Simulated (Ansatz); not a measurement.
The end point of a relaxation of C. Calculation: r2SCAN (plane waves to 500 eV, PAW, scalar-relativistic; Ansatz, a program for electronic structure).

```cif
data_C2
_chemical_formula_sum 'C2'
_space_group_name_H-M_alt 'P 1'
_space_group_IT_number 1
_cell_length_a 2.51750
_cell_length_b 2.51750
_cell_length_c 2.51750
_cell_angle_alpha 60.000
_cell_angle_beta 60.000
_cell_angle_gamma 60.000
loop_
_space_group_symop_operation_xyz
  'x, y, z'
loop_
_atom_site_label
_atom_site_type_symbol
_atom_site_fract_x
_atom_site_fract_y
_atom_site_fract_z
_atom_site_occupancy
C1 C 0.00000 0.00000 0.00000 1
C2 C 0.25000 0.25000 0.25000 1
```

Problem. Find the space group and the Wyckoff positions (tolerance 0.01 Å).

Solution. Space group Fd-3m, origin choice 1 (No. 227); a = b = c = 3.5603 Å, α = β = γ = 90.00°

```csv
atom,site,symmetry,x,y,z
C,8b,-43m,0.5000,0.5000,0.5000
```

This is the diamond type.

Problem. Give the shortest distances between elements (the closest pairs, up to four, under 3.6 Å).

Solution. C–C 1.54 Å.

- Volume per atom = 5.64 Å³
- Band gap = 4.36 eV, indirect (valence top at Γ, conduction bottom at k = (0, 0.3636, 0.3636)) (no spin-orbit coupling)
- Smallest direct gap = 5.89 eV at Γ

No spin polarisation in the result.

Measured for C: a 3.553 Å (static lattice; corrected from measurement; as listed in Daniel Mejia-Rodriguez, S. B. Trickey, Phys. Rev. B (2018)); gap 5.85 eV (static lattice; corrected from measurement; as listed in Wei Chen et al., Physical Review Materials (2018)). Computed minus measured — a: r2SCAN +0.2 %; gap: r2SCAN -1.49 eV. The computed values are for a static lattice, and a measured gap can be an optical one, lowered by exciton binding.

The run could not lose the symmetry of its start.

It was reached from a disturbed copy of a P6₃/mmc (No. 194) cell, against which it lies -3.33 eV/atom.
